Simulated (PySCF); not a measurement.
Compound: C5H5F.
SMILES: `CC1=C(C1=C)F`

A linear-response calculation (PySCF, def2-SVPD basis, gas phase, vertical, core orbitals frozen in the response) gave these numbers; the functional is withheld.

Orbital energies (eV): HOMO-3 -9.89, HOMO-2 -9.84, HOMO-1 -8.70, HOMO -5.78, LUMO -0.19, LUMO+1 -0.07, LUMO+2 0.95.

```
state  E (eV)       f  main configurations (H = HOMO, L = LUMO)
   S1    4.80  0.0026                               H→L+1 (98%)
   S2    4.86   0.054                                 H→L (96%)
   S3    5.93  0.0011                               H→L+2 (98%)
   S4    6.25   0.033                               H→L+4 (98%)
   S5    6.95   0.458                               H→L+3 (90%)
   S6    7.00  0.0007                               H→L+5 (94%)
```

Triplets (Tamm–Dancoff): T1 3.69 eV, H→L (95%); T2 4.70 eV, H→L+1 (97%); T3 4.82 eV, H→L+3 (93%); T4 5.86 eV, H→L+2 (95%).

Vertical ionisation energy by ΔSCF with the same functional: 8.08 eV. Mean static polarisability: 61.9 au.

Question: Which of these was used?
A. PBE
B. HF
C. CAM-B3LYP
D. B3LYP

Answer: D. B3LYP is a global hybrid with 20% exact exchange. In this run −ε(HOMO) = 5.78 eV differs from the ΔSCF value by -2.30 eV, and S1 differs from the orbital gap of 5.59 eV by -0.79 eV. The ratio −ε(HOMO)/IP is 0.72. Small neutral molecules mostly give 0.67 to 0.83 with B3LYP, 0.5 to 0.7 with PBE, 0.85 to 0.93 with CAM-B3LYP; with Hartree–Fock the ratio is 1 or more (Koopmans' value less the relaxation energy is the ΔSCF value). The other options: PBE, a GGA without exact exchange; HF, time-dependent Hartree–Fock, 100% exact exchange; CAM-B3LYP, range-separated, 19% exact exchange at short range and 65% at long range (ω = 0.33 bohr⁻¹).

The calculation used TDDFT B3LYP/def2-SVPD, vertical, gas phase, core orbitals frozen in the response in PySCF 2.14.0, density-fitted response routines. Geometry: PBE0-D3(BJ)/def2-SVP; no solvent, vibrations or thermal averaging.
